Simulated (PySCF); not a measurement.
Species: C₃H₃F₂ (doublet state).
Z-matrix (Å and degrees, GFN2-xTB geometry), rows numbered from 1:
```
C 
C   1  1.3647
F   2  1.3534  1  118.23
C   2  1.3811  1  127.96  3  -179.93
F   4  1.3344  2  120.40  1    -0.13
H   1  1.0723  2  119.94  3  -179.95
H   1  1.0726  2  120.60  3    -0.07
H   4  1.0763  2  124.90  1  -180.00
```

The hyperfine couplings belong to this conformer and change with its torsions.

Identity: `[CH2]/C(F)=C\F` [radical].

Method used: UKS B3LYP, pcH-1 on C F H, non-relativistic, mean-field spin-orbit, GIAO in PySCF 2.14.0. Geometry: GFN2-xTB; no solvent, vibrations or thermal averaging. Couplings are sensitive to structure, and on GFN2-xTB geometries they can be far from those on DFT ones. The SCF solution wasn't tested for stability. ⟨S²⟩ is 0.777 where a pure state has 0.75.

Question: The isotropic 13C couplings are +66.2, -57.1, +50.7 MHz. Assign them to C1; C2; C4.

Answer: 
| site | a_iso (MHz) | ρ(0) (bohr⁻³) | position | distance from C1 (Å) | spin population | largest \|T\| (MHz) |
| --- | --- | --- | --- | --- | --- | --- |
| C1 | +50.7 | +0.0451 | largest spin population | 0.00 | +0.65 | 96.9 |
| C2 | -57.1 | -0.0508 | 1 bond from C1 | 1.36 | -0.23 | 31.3 |
| C4 | +66.2 | +0.0589 | a main spin site | 2.47 | +0.63 | 115.3 |

Question: Match the computed a_iso(19F) values +98.5, -33.5 MHz with the sites F3; F5.

Answer: 
```tsv
site	a_iso (MHz)	ρ(0) (bohr⁻³)	position	distance from C1 (Å)	bound to	spin population there	largest |T| (MHz)
F3	-33.5	-0.0080	2 bonds from C4	2.33	C2	-0.23	75.1
F5	+98.5	+0.0234	1 bond from C4	2.90	C4	+0.63	340.2
```

Question: The isotropic 1H couplings are -48.6, -39.9, -37.9 MHz. Assign them to H6; H7; H8.

Answer: 
| site | a_iso (MHz) | ρ(0) (bohr⁻³) | position | distance from C1 (Å) | bound to | spin population there | largest \|T\| (MHz) |
| --- | --- | --- | --- | --- | --- | --- | --- |
| H6 | -37.9 | -0.0085 | 1 bond from C1 | 1.07 | C1 | +0.65 | 21.9 |
| H7 | -39.9 | -0.0089 | 1 bond from C1 | 1.07 | C1 | +0.65 | 24.3 |
| H8 | -48.6 | -0.0109 | 1 bond from C4 | 3.45 | C4 | +0.63 | 28.2 |

ρ(0) is the spin density at the nucleus and T the dipolar tensor. The Mulliken spin populations are largest on C1 (+0.65), C4 (+0.63) and C2 (-0.23). The angles at C1 add up to 360.0°, so it is planar; its axial dipolar tensor and the negative couplings of its protons fit spin in a p orbital normal to that plane. Main spin sites, with 60 % or more of the largest population: C1, C4; positions count bonds from the nearest.

H6 and H7 aren't averaged: C1 is flat or nearly so (angle sum 360°), and its turn about the short C1–C2 bond (1.36 Å) is taken as slow.

On Arm Neoverse V2, one thread, on a shared host, this took 11 s of wall time (with the writing of density and orbital grids) and 0.62 GiB of memory at its peak.
